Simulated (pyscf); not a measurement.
PySCF, gas phase, ωB97X-D3(BJ)/def2-SVP geometries.

Q: Estimate the classical barrier height and the reaction energy of Cl–CH(Cl)–Cl + difluorocarbene (F–C:–F) [singlet] → F–C(F)=C(Cl)–Cl + hydrogen chloride (HCl) at HF/def2-TZVP. The step runs on the singlet surface, breaks C–Cl, C–H and forms C–C, Cl–H; take the separated reactants as zero.

A: ΔE‡ = 3.30 eV, ΔE = -1.31 eV. ωB97M-D3(BJ)/def2-TZVP gives 2.36 eV and -1.47 eV. Zero-point energy shifts the barrier by +0.01 eV. It is a concerted two-bond exchange, with an imaginary mode of 821i cm⁻¹. This is the saddle that the search found; another between the same sides may lie lower. A restricted solution here is unstable towards spin polarisation, so biradical character is likely and single-reference numbers are less safe.
